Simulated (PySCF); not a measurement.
# C5H6S: the cost of one run

Computed with PySCF 2.14.0 and routines of our own; the level stands in each step. Atoms count from 0.

## (1) The system as given

12 atoms, charge 0, multiplicity 1; geometry from: GFN2-xTB.

## (2) Relaxing the molecule at LC-wPBE/6-31G*

What the job is given:

```
{"job": {"xc": "LC-wPBE", "basis": "6-31G*", "grid": 1, "kind": "geom"}, "charge": 0, "multiplicity": 1}
C     -1.714659     0.215386     0.116123
C     -0.260020    -0.109199     0.032633
C      0.749959     0.870270    -0.171083
C      1.997030     0.343805    -0.211785
S      1.983757    -1.363048    -0.001008
C      0.268450    -1.356023     0.140546
H     -2.301883    -0.685999     0.270890
H     -2.046719     0.698122    -0.802411
H     -1.899987     0.901419     0.941973
H      0.540477     1.919394    -0.282010
H      2.931726     0.848634    -0.353541
H     -0.246932    -2.283446     0.293647
```

Started as:

```console
OMP_NUM_THREADS=1 python excited_run.py task.json out
```

The driver reads the jobs from task.json and runs them one after another.

**Question.** How long does this first job take on 1 thread of Arm Neoverse N1, shared host, and how much memory does it need?

About 70 s, with a peak of 0.53 GiB.
